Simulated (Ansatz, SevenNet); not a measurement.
Elastic constant C11 (GPa) of solids drawn from the class of elemental solids other than molecular ones, at two levels: the machine-learned potential SevenNet-l3i5 (trained on PBE and PBE+U data), and PBE (plane waves, PAW; Ansatz, an electronic-structure program).

| solid | SevenNet-l3i5 | PBE | shift (%) |
|---|---|---|---|
| hcp Tc | 359 | 489 | +36 |
| fcc Ag | 111 | 111 | 0.0 |
| diamond | 812 | 1051 | +29 |
| hcp Co | 155 | 352 | +127 |
| hcp Mg | 51.6 | 64.3 | +25 |
| hcp Zn | 122 | 177 | +45 |
| hcp Sc | 94.9 | 101 | +6.4 |
| fcc Cu | 182 | 178 | -2.2 |
| fcc Ni | 282 | 283 | +0.4 |
| white tin (β-Sn) | 70.3 | 56.6 | -19.5 |

The shifts run from -19.5 % to +127 %, with a median of +15.5 %.

Over all 10 rows PBE is the larger in 7.

Ansatz's runs of these crystals have no spin polarisation, but for hcp Co, fcc Ni.

Density-functional runs with spin start from parallel moments for hcp Co, parallel moments for fcc Ni.

Spin–orbit coupling is left out, also for the solids with elements from indium on (white tin (β-Sn)); its size isn't shown.

Each level is taken at its own relaxed cell. Ansatz's density-functional and Hartree–Fock values are scalar-relativistic unless marked +SOC, with PAW data made under PBE.
